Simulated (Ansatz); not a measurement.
System: zinc-blende HgS (metastable phase). Method: LDA (PAW; Ansatz, an electronic-structure program).

Settings: plane-wave cutoff 520 eV, 20×20×20 k mesh, Fermi–Dirac smearing 0.05 eV, perturbation theory, scalar-relativistic PAW data made under PBE.

The cell has the measured lattice parameters. Conventional cell: a = 5.8410 Å, b = 5.8410 Å, c = 5.8410 Å, α = 90.00°, β = 90.00°, γ = 90.00°.

```cif
data_Hg4S4
_chemical_formula_sum 'Hg4 S4'
_space_group_name_H-M_alt 'F-43m'
_space_group_IT_number 216
_space_group_name_Hall 'F -4 2 3'
_cell_length_a 5.84100
_cell_length_b 5.84100
_cell_length_c 5.84100
_cell_angle_alpha 90.000
_cell_angle_beta 90.000
_cell_angle_gamma 90.000
loop_
_atom_site_label
_atom_site_type_symbol
_atom_site_symmetry_multiplicity
_atom_site_Wyckoff_symbol
_atom_site_fract_x
_atom_site_fract_y
_atom_site_fract_z
_atom_site_occupancy
Hg1 Hg 4 a 0.00000 0.00000 0.00000 1
S1 S 4 c 0.25000 0.25000 0.25000 1
```
(The calculation used a cell of 2 atoms; values per cell refer to that cell.)

Harmonic phonon frequencies (cm⁻¹; i marks an imaginary mode; at Γ without the LO shift):

| q point | frequencies |
|---|---|
| Γ | ___ |
| X | 27 27 100 262 262 276 |
| L | 26 26 92 222 222 290 |

### Question
Complete the blanks.

### Answer

- Γ, frequencies: 0 0 0 175 175 175

Measured, for comparison: zone-centre TO phonon frequency 177 cm⁻¹ (temperature not stated, not corrected to a static lattice; as tabulated in Szuszkiewicz, Witkowska, Jouanne, Raman spectroscopy of cubic HgS:Fe, Acta …). Computed (rounded) less measured: zone-centre TO phonon frequency -1 %.

No imaginary mode appears at these points.

Note: the solid has no gap at this level, which affects its response; the cell isn't this level's own, so it is under some stress, which shifts stiffness and frequencies.
